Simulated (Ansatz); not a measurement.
**C3H3 radical: how energies converge with the basis set**

One table from this session's results is given with a row withheld; the runs are named, their logs left out.

Computed with Ansatz 0.2.0, Gaussian basis. Level: one geometry, several basis sets.

Plan: PBE0-D4/def2-SVP; ωB97M-V/def2-SVP; PBE0-D4/def2-QZVPP; ωB97M-V/def2-QZVPP; the functionals' def2-TZVPP values are taken from earlier runs.

1 further run of the same task is left out (it didn't finish).

### The relaxed structure

All runs share one geometry, relaxed beforehand with PBE0-D4 in a triple-zeta def2 set.

SMILES `[CH]1C=C1`, 6 atoms, charge 0, spin multiplicity 2.

Atoms are counted from 1 here; the program's logs count them from 0.

Bond lengths: C1–C2 1.451 Å, C1–C3 1.451 Å, C1–H4 1.090 Å, C2–C3 1.307 Å, C2–H5 1.077 Å, C3–H6 1.077 Å. Angles: C2–C1–C3 53.5°, C2–C1–H4 129.6°, C3–C1–H4 129.6°, C1–C2–C3 63.2°, C1–C2–H5 148.3°, C3–C2–H5 148.5°, C1–C3–C2 63.2°, C1–C3–H6 148.3°, C2–C3–H6 148.5°.

The first run:

The input, in.yaml:

```yaml
crystal:
  periodic: [false, false, false]
  atoms:
    - {symbol: C, position_ang: [-0.672466, -0.511517, -0.389217]}
    - {symbol: C, position_ang: [0.569561, 0.236618, -0.449301]}
    - {symbol: C, position_ang: [0.154522, -0.120709, 0.737447]}
    - {symbol: H, position_ang: [-1.684201, -0.200441, -0.649399]}
    - {symbol: H, position_ang: [1.315407, 0.727750, -1.051882]}
    - {symbol: H, position_ang: [0.317166, -0.131711, 1.802351]}
basis:
  gaussian: {orbitals: def2-SVP}
magnetization: {spin_polarized: true, initial_magnetization: 1}
hamiltonian: {xc: pbe0, dispersion: d4}
output: {orbitals: {seedname: orbitals}}
```

Launch:

```
ansatz run in.yaml --threads 4 --pin off --events-out ev --progress --plain --max-ram 10444MiB
```

Among the steps run: PBE0-D4 in def2-SVP; ωB97M-V in def2-SVP; PBE0-D4 in def2-QZVPP; ωB97M-V in def2-QZVPP.

One of the session's tables, all rows but one given; the rest of the session is left out.

It belongs to the step «Functionals by basis». 

| functional | basis | HOMO (eV) | LUMO (eV) |
| --- | --- | --- | --- |
| PBE0-D4 | def2-SVP | -4.74 | -0.25 |
| PBE0-D4 | def2-TZVPP | -4.81 | -0.47 |
| PBE0-D4 | def2-QZVPP | -4.83 | -0.54 |
| ωB97M-V | def2-SVP | -6.72 | 1.83 |
| ωB97M-V | def2-TZVPP | -6.80 | 1.38 |
| ωB97M-V | def2-QZVPP | ? | ? |

Estimate the missing values for ωB97M-V, def2-QZVPP.

The run gave: HOMO (eV): -6.81; LUMO (eV): 1.25. In the column «HOMO (eV)» it is the lowest.
